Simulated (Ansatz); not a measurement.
## Worked example: the barrier

An elementary step of SiNH5, singlet (SiNH₅ ([NH2][SiH3]) → SiH₂ + NH₃ (still joined by a long Si–N bond); bonds formed: N2–H3; bonds broken: Si1–H3; bonds weakened to dative contacts: Si1–N2). “Start” is the structure reached by relaxing down from the saddle towards the reactants; PBE0-D4/def2-TZVP structures. The saddle:

```
7
angstrom
Si -0.5815 -0.1707 0.8281
N 0.4305 -0.0827 -0.7625
H -0.6000 -0.9554 -0.5905
H -1.3509 1.1036 0.6922
H 0.3289 0.0586 2.0014
H 0.5452 0.7459 -1.3365
H 1.2278 -0.6994 -0.8322
```

Computed with Ansatz 0.2.0 (basis: def2-TZVPP and def2-QZVPP); correlated methods freeze the cores.

Energies in eV:

| quantity | saddle | start |
| --- | --- | --- |
| Hartree–Fock, triple zeta (X = 3) | -9420.67946 | -9424.67710 |
| Hartree–Fock, quadruple zeta (X = 4) | -9421.01417 | -9425.01741 |
| MP2 correlation, X = 3 | -10.26640 | -9.58036 |
| MP2 correlation, X = 4 | -10.95757 | -10.27147 |
| CCSD(T) correlation, X = 3 | -11.49310 | -10.75626 |

Work out the barrier at the basis limit: extrapolate Hartree–Fock as E(X) = E∞ + A exp(−7.88 √X) and the MP2 correlation as E(X) = E∞ + B X^−2.97 (the exponents that Neese and Valeev fitted for def2-TZVPP and QZVPP), then add CCSD(T) − MP2 in triple zeta.

Each step is linear, so take the differences first (saddle − start): Hartree–Fock 3.99764 (X = 3) and 4.00324 (X = 4); MP2 correlation -0.68604 and -0.68610; CCSD(T) correlation -0.73684.
Two points give E∞ = E(4) + w [E(4) − E(3)], with w = 1/(exp(7.88 (2 − √3)) − 1) = 0.1377 for Hartree–Fock and w = 1/((4/3)^2.97 − 1) = 0.7407 for the correlation.
Hartree–Fock: 4.00324 + 0.1377 × 0.00560 = 4.0040 eV.
MP2 correlation: -0.68610 + 0.7407 × (-0.00006) = -0.6861 eV.
CCSD(T) − MP2: -0.73684 − (-0.68604) = -0.0508 eV.
Sum: 4.0040 + (-0.6861) + (-0.0508) = 3.2671 eV, or 75.34 kcal/mol. Plain CCSD(T) in triple zeta gives 3.2608 eV, so the larger basis shifts the result by 0.0063 eV.

The T1 diagnostic stays at or below 0.014. The restricted Hartree–Fock reference is unstable towards an unrestricted one at one or more of these structures.

Losses and insertions of silylenes and their heavier kin drive the gas-phase chemistry of silicon and germanium vapour deposition.

Labels in which every atom is bracketed show which atoms are joined, not bond orders.

For scale, one of the runs: CCSD(T)/def2-TZVPP, 143 basis functions, launched by `ansatz run in.yaml --threads 2 --pin off --events-out ev --progress --plain --max-ram 4352MiB`. Hardware: 2 CPU threads of an Arm Neoverse V2, shared host. Wall time 6.5 s; peak host memory 0.79 GiB.
